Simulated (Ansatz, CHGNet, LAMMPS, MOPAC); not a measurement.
# Wurtzite ZnO, c axis length

Reference value: 5.204 Å (measured, 4 K, zero-point motion not removed; as tabulated in arXiv:1206.3780).

```tsv
level (code)	value (Å)	difference (%)
ionic model binks1994 (shell model, LAMMPS)	5.138	-1.27
MNDO semi-empirical Hartree-Fock (MOPAC)	5.550	+6.65
CHGNet 0.3.0	5.283	+1.52
LDA (Ansatz)	5.152	-1.00
PBE (Ansatz)	5.293	+1.71
r²SCAN (Ansatz)	5.211	+0.13
Hartree–Fock (Ansatz)	5.234	+0.58
```

Once the reference is moved by up to 0.50 % (a margin picked here for doubts on the reference and the settings, and for temperature and zero-point motion) and values within 0.17 % count as equal, the nearest can be r²SCAN (+0.13 %), Hartree–Fock (+0.58 %) or LDA (-1.00 %). Farthest off among them: MNDO semi-empirical Hartree-Fock (MOPAC) (+6.65 %). Within 4 %: ionic model binks1994, CHGNet 0.3.0, LDA, PBE, r²SCAN, Hartree–Fock.

The reference isn't brought to a static lattice, while the calculations are for one, so the differences are not the levels' errors alone.  MNDO semi-empirical Hartree-Fock (MOPAC): the method was fitted mainly to molecules. MNDO semi-empirical Hartree-Fock (MOPAC): the run uses a supercell at the zone centre in place of a k mesh. Cutoffs and k meshes differ between the levels. Ansatz's density-functional and Hartree–Fock values are scalar-relativistic unless marked +SOC, with PAW data made under PBE.

Empirical potentials (ionic model binks1994) are fitted to chosen data: where that held the value shown, agreement is built in, and what lay outside the fit can be far off. Machine-learned potentials (CHGNet 0.3.0) are trained on DFT data: a solid inside that data is no test of them.

Differences are worked out from the printed values.

Ansatz is a first-principles code.
